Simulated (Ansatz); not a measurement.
# C₃H₂O: up Jacob's ladder to CCSD(T)

One table from this session's results is given with a row withheld; the runs are named, their logs left out.

Method: functionals in def2-TZVPP, the program's frozen cores in correlated methods; program: Ansatz 0.2.0, Gaussian basis.

Plan: LDA (SPW92), PBE-D4, revPBE-D4, BLYP-D4, r2SCAN-D4, B97M-V, PBE0-D4, B3LYP-D4, r2SCANh-D4, r2SCAN0-D4, HSE06-D4, BHLYP-D4, CAM-B3LYP-D4, LC-ωPBE, ωB97X-V, ωB97M-V, B2PLYP, PBE-QIDH; CCSD(T)/def2-SVP; CCSD(T)/def2-TZVPP; CCSD(T)/def2-QZVPP; extrapolation to the limit; RPA on PBE.

## The geometry

All runs share one geometry, relaxed beforehand with PBE0-D4 in a triple-zeta def2 set.

SMILES `O=c1cc1`, 6 atoms, charge 0, spin multiplicity 1.

Atoms are counted from 1 here; the program's logs count them from 0.

Bond lengths: O1–C2 1.196 Å, C2–C3 1.424 Å, C2–C4 1.424 Å, C3–C4 1.339 Å, C3–H5 1.083 Å, C4–H6 1.083 Å. Angles: O1–C2–C3 152.0°, O1–C2–C4 152.0°, C3–C2–C4 56.1°, C2–C3–C4 62.0°, C2–C3–H5 154.0°, C4–C3–H5 144.1°, C2–C4–C3 62.0°, C2–C4–H6 154.0°, C3–C4–H6 144.1°.

Set-up of the first run:

in.yaml reads:

```yaml
crystal:
  periodic: [false, false, false]
  atoms:
    - {symbol: O, position_ang: [-0.020132, -1.860645, 0.852058]}
    - {symbol: C, position_ang: [-0.008383, -0.772880, 0.353942]}
    - {symbol: C, position_ang: [0.589298, 0.229129, -0.462180]}
    - {symbol: C, position_ang: [-0.581244, 0.510078, 0.123637]}
    - {symbol: H, position_ang: [1.362111, 0.622759, -1.110324]}
    - {symbol: H, position_ang: [-1.341650, 1.271547, 0.242866]}
basis:
  gaussian: {orbitals: def2-TZVPP}
hamiltonian: {xc: lda}
output: {orbitals: {seedname: orbitals}}
```

The run is started by

```console
> ansatz run in.yaml --threads 4 --pin off --events-out ev --progress --plain --max-ram 10444MiB
```

Steps of the session up to this table: LDA; PBE-D4 (GGA); revPBE-D4 (GGA); BLYP-D4 (GGA); r2SCAN-D4 (meta-GGA); B97M-V (meta-GGA); PBE0-D4 (hybrid); B3LYP-D4 (hybrid); r2SCANh-D4 (hybrid); r2SCAN0-D4 (hybrid); HSE06-D4 (hybrid); BHLYP-D4 (hybrid); CAM-B3LYP-D4 (range-separated); LC-ωPBE (range-separated); ωB97X-V (range-separated); ωB97M-V (range-separated); B2PLYP (double hybrid); PBE-QIDH (double hybrid).

One of the session's tables, all rows but one given; the rest of the session is left out.

It belongs to the step «Frontier levels by functional». 

```
  functional  HOMO (eV)  gap (eV)
 LDA (SPW92)      -5.70      3.15
      PBE-D4      -5.54      3.26
   revPBE-D4      -5.48      3.30
     BLYP-D4      -5.45      3.29
   r2SCAN-D4      -5.79      3.79
      B97M-V      -5.91      4.02
     PBE0-D4      -7.02      5.82
    B3LYP-D4      -6.79      5.33
  r2SCANh-D4      -6.35      4.74
  r2SCAN0-D4          ?         ?
    HSE06-D4      -6.61      5.03
    BHLYP-D4      -8.44      8.39
CAM-B3LYP-D4      -8.42      8.41
     LC-ωPBE      -9.70     10.94
     ωB97X-V      -9.38     10.54
     ωB97M-V      -9.31     10.36
```

Q: Estimate the row for r2SCAN0-D4 from the others.

Worked estimate for «HOMO (eV)». Against the share of exact exchange, r2SCAN-D4 (0, -5.79), r2SCANh-D4 (0.1, -6.35) give a slope of -5.60 per unit share; at 0.25 the line stands at -7.19.

**Answer.** HOMO (eV): -7.20; gap (eV): 6.16. In «HOMO (eV)» the line misses by +0.01.
